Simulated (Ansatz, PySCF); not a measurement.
# Bulk modulus B0 of zinc-blende AlP at several levels of theory

No measured value is used here.

```
level (code)           value (GPa)  cell (Å³/atom)
---------------------  -----------  --------------
LDA (Ansatz)                  90.0           20.05
BLYP (Ansatz)                 75.2           21.50
PBE (Ansatz)                  82.6           20.88
PBE-D4 (Ansatz)         (withheld)           20.26
HSE06-D3(BJ) (Ansatz)         97.3           19.88
Hartree–Fock (Ansatz)         95.0           21.23
MP2 (PySCF)               97.0 ± 3           20.14
CCSD (PySCF)            (withheld)           20.37
```

Question: What belongs in the gaps?

Answer: 
- PBE-D4 (Ansatz, a program for electronic structure), value (GPa): 89.1
- CCSD (PySCF), value (GPa): 93.3 ± 3

A ± on a computed value is a rough bar: the spread of its extrapolation, a floor set from checks against published values, or a statistical error. Each level is taken at its own relaxed cell. Cutoffs and k meshes differ between the levels. Ansatz's density-functional and Hartree–Fock values are scalar-relativistic unless marked +SOC, with PAW data made under PBE.
